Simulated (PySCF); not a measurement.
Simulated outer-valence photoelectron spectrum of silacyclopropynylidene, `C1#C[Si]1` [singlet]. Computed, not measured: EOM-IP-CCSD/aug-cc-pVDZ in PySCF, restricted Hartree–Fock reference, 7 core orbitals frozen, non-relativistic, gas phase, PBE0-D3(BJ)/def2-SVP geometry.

Each root has a Gaussian of 0.5 eV full width with its one-hole share as area; cross sections and vibrations are left out, and the highest printed point is 100.

ionisation energy (eV), intensity and a bar:
```
      9.0          0 
      9.2          4 #
      9.4         28 ########
      9.6         82 #########################
      9.8        100 ##############################
     10.0         50 ###############
     10.2         10 ###
     10.4          1 
     10.6          1 
     10.8          7 ##
     11.0         40 ############
     11.2         95 #############################
     11.4         94 ############################
     11.6         44 #############
     11.8         45 ##############
     12.0         95 ############################
     12.2         94 ############################
     12.4         39 ############
     12.6          7 ##
     12.8          0 
     13.0          1 
     13.2         12 ###
     13.4         51 ###############
     13.6         93 ############################
     13.8         69 #####################
     14.0         21 ######
     14.2          3 #
     14.4          0 
     14.6          0 
     14.8          0 
     15.0          0 
     15.2          1 
     15.4         10 ###
     15.6         46 ##############
     15.8         91 ###########################
     16.0         74 ######################
     16.2         25 #######
     16.4          3 #
     16.6          0
```

Question: Where are the maxima, and how many lines lie under the curve?

Answer: 5 maxima, at 9.7, 11.3, 12.1, 13.6 and 15.9 eV, from 5 lines.

Question: List the lines with their holes.

Answer: 
| E (eV) | leading hole (HF orbital) | area | Koopmans (eV) |
| --- | --- | --- | --- |
| 9.74 | HOMO | 0.94 | 10.71 |
| 11.30 | HOMO-1 | 0.95 | 11.37 |
| 12.10 | HOMO-2 | 0.95 | 11.92 |
| 13.63 | HOMO-3 | 0.85 | 15.56 |
| 15.85 | HOMO-4 | 0.85 | 16.98 |

The widest gap, 2.22 eV, lies between 13.63 and 15.85 eV. Only orbitals with −ε under 21 eV, eight at most, were ionised, so the high end of the curve may lack lines.

Hardware: an Arm Neoverse V1 with one thread, no GPU, shared host with 32 logical CPUs at a one-minute load of 15. Cost: 24 s, 0.39 GiB resident at most.
